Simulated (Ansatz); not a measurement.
CH4FSi (SMILES C[SiH]F): the energy to break a bond

CH4FSi: 7 atoms, total charge 0, spin state doublet. SMILES: `C[SiH]F`. Geometry: optimised at wB97X-V/def2-SVP.

```jsonl
{"atom": "C", "x (Å)": "-0.6533", "y (Å)": "0.3916", "z (Å)": "-0.3022"}
{"atom": "Si", "x (Å)": "0.9278", "y (Å)": "-0.5987", "z (Å)": "-0.1079"}
{"atom": "F", "x (Å)": "0.6407", "y (Å)": "-1.8362", "z (Å)": "0.9242"}
{"atom": "H", "x (Å)": "-1.4565", "y (Å)": "-0.2072", "z (Å)": "-0.7601"}
{"atom": "H", "x (Å)": "-0.4730", "y (Å)": "1.2742", "z (Å)": "-0.9383"}
{"atom": "H", "x (Å)": "-1.0011", "y (Å)": "0.7394", "z (Å)": "0.6864"}
{"atom": "H", "x (Å)": "2.0157", "y (Å)": "0.2369", "z (Å)": "0.4980"}
```

Wanted: the dissociation energy of the Si2–C1 bond into singlet SiHF and doublet CH3 (shapes relaxed at wB97X-V/def2-SVP, no zero-point term). 1 Eh = 2625.50 kJ/mol = 27.2114 eV. Totals in Eh; open shells run unrestricted unless said.

```tsv
level	program	CH4FSi	singlet SiHF	doublet CH3
UB3LYP/def2-TZVP	Ansatz	-429.960252	-390.009576	-39.858413
UB2PLYP/def2-TZVP, 7 core orbitals frozen in the whole	Ansatz	-429.717317	-389.813456	-39.807970
RPA@PBE/def2-TZVP, 7 core orbitals frozen in the whole	Ansatz	-429.493243	-389.549967	-39.854219
```

Work out the dissociation energy at each level.


1. UB3LYP/def2-TZVP: (-390.009576) + (-39.858413) − (-429.960252) = 0.092263 Eh = 242.2 kJ/mol = 2.51 eV.
2. UB2PLYP/def2-TZVP: (-389.813456) + (-39.807970) − (-429.717317) = 0.095891 Eh = 251.8 kJ/mol = 2.61 eV.
3. RPA@PBE/def2-TZVP: (-389.549967) + (-39.854219) − (-429.493243) = 0.089057 Eh = 233.8 kJ/mol = 2.42 eV.

The levels span 234 to 252 kJ/mol; no measured value is set beside them. A fragment with an even electron count was run as a singlet and may have a lower triplet. A bond enthalpy at 298 K also holds the loss of zero-point energy and thermal terms.
